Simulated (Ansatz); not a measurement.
Process, species as SMILES: [SiH3] (SiH3) → 3 H atom + Si atom
B3LYP-D3(BJ)/def2-TZVP geometries, fixed; electronic energies without zero-point terms.
Largest species:
```
Si
H 1 1.4828
H 1 1.4828 2 111.02
H 1 1.4828 2 111.02 3 124.02
```
Charge 0, spin multiplicity 2.

Basis-set convergence of the atomisation energy at B3LYP with Ansatz (a first-principles code). Cartesian d functions, on some or all atoms, in 6-31+G*; all else is spherical. The program fits the integrals of some runs and decomposes those of others, by size. Open shells are unrestricted. No added dispersion term, no relativity. Functions are those of the species that has most. Reference: the value in pcseg-4, 228.85 kcal/mol, itself unsure by roughly 0.16 kcal/mol (its mean distance from aug-pcseg-3, aug-cc-pV(Q+d)Z, cc-pV(5+d)Z). Deviations are taken from unrounded values.

```json
[
 {"basis": "pcseg-0", "functions": "19", "atomisation energy (kcal/mol)": "209.46", "minus reference (kcal/mol)": "-19.40"},
 {"basis": "6-31+G*", "functions": "29", "atomisation energy (kcal/mol)": "226.09", "minus reference (kcal/mol)": "-2.76"},
 {"basis": "def2-SVP", "functions": "33", "atomisation energy (kcal/mol)": "226.53", "minus reference (kcal/mol)": "-2.33"},
 {"basis": "pcseg-1", "functions": "33", "atomisation energy (kcal/mol)": "225.66", "minus reference (kcal/mol)": "-3.19"},
 {"basis": "def2-TZVPD", "functions": "70", "atomisation energy (kcal/mol)": "228.47", "minus reference (kcal/mol)": "-0.38"},
 {"basis": "def2-TZVPPD", "functions": "99", "atomisation energy (kcal/mol)": "228.85", "minus reference (kcal/mol)": "-0.01"},
 {"basis": "aug-pcseg-2", "functions": "119", "atomisation energy (kcal/mol)": "228.40", "minus reference (kcal/mol)": "-0.46"},
 {"basis": "def2-QZVPP", "functions": "160", "atomisation energy (kcal/mol)": "228.81", "minus reference (kcal/mol)": "-0.04"},
 {"basis": "cc-pV(5+d)Z", "functions": "265", "atomisation energy (kcal/mol)": "228.93", "minus reference (kcal/mol)": "0.07"}
]
```
